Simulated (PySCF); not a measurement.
All of these have the formula CH3NO. Method used: TDDFT CAM-B3LYP/aug-cc-pVTZ, vertical, gas phase, core orbitals frozen in the response (PySCF). Geometries: PBE0-D3(BJ)/def2-TZVP; one conformer of each isolated species. Triplets are in the Tamm–Dancoff approximation.

A. `N(=C)O`
B. `NC=O`
C. `CN=O`

Lowest singlet levels (six at most, fewer where fewer were computed) with oscillator strengths:

1. 1.83 eV (f 0.000); 6.02 eV (f 0.006); 6.77 eV (f 0.001); 6.80 eV (f 0.070); 6.87 eV (f 0.020); 6.90 eV (f 0.023); T1 0.87 eV
2. 5.89 eV (f 0.001); 6.70 eV (f 0.000); 6.77 eV (f 0.177); 7.20 eV (f 0.006); 7.44 eV (f 0.018); 7.93 eV (f 0.008); T1 4.26 eV
3. 5.67 eV (f 0.001); 6.73 eV (f 0.017); 6.75 eV (f 0.006); 7.27 eV (f 0.068); 7.50 eV (f 0.000); 7.64 eV (f 0.066); T1 5.17 eV

Question: Match each spectrum to its molecule.

Answer: 1 = C, 2 = A, 3 = B.
- A: S1 at 5.89 eV, HOMO-1→LUMO+1 (90%); Löwdin shares by element: HOMO oxygen 38%, carbon 26%, nitrogen 25%, hydrogen 4% or more; LUMO hydrogen 92%, oxygen 5%; HOMO -9.31 and LUMO 0.29 eV; point group Cs, 1 of its 6 listed states under f = 0.0005.
- B: S1 at 5.67 eV, HOMO→LUMO+3 (73%), HOMO→LUMO+4 (22%); Löwdin shares by element: HOMO oxygen 66%, carbon 19%, hydrogen 7% or more, nitrogen 6%; LUMO hydrogen 87%, nitrogen 8%; HOMO -9.17 and LUMO 0.00 eV; point group Cs, 1 of its 6 listed states under f = 0.0005.
- C: S1 at 1.83 eV, HOMO→LUMO (99%); Löwdin shares by element: HOMO oxygen 46%, nitrogen 40%, carbon 9%; LUMO nitrogen 46%, oxygen 40%, carbon 9%; HOMO -8.27 and LUMO -1.01 eV; point group Cs, 1 of its 6 listed states under f = 0.0005.
